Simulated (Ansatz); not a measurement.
`N=C(O)CS` at its PBE0-D4/def2-TZVP geometry, where that method's forces vanish. The species carries charge 0 and has multiplicity 1.

```xyz
10

N    -0.4941   -1.5180    0.2873
C    -0.1378   -0.3563    0.6110
O     0.1482   -0.0530    1.8905
C     0.0325    0.8673   -0.2511
S    -0.1480    0.5966   -2.0198
H    -0.6794   -1.5638   -0.7125
H     0.0044   -0.8632    2.3987
H     0.9910    1.3369   -0.0255
H    -0.7363    1.5941    0.0242
H     1.0194   -0.0406   -2.2028
```

Question: What forces (eV/Å) does r2SCAN-D4/def2-TZVPP give on these atoms in Ansatz 0.2.0? (Estimate.)

Answer: Ansatz gave: 
```
N1  -0.096 -0.361 -0.025
C2  -0.007  0.082 -0.189
O3   0.087  0.160  0.283
C4   0.043  0.150  0.117
S5  -0.037  0.008 -0.189
H6   0.001  0.005 -0.026
H7  -0.012 -0.049  0.017
H8  -0.006  0.016  0.006
H9   0.015  0.007 -0.001
H10  0.011 -0.017  0.007
```
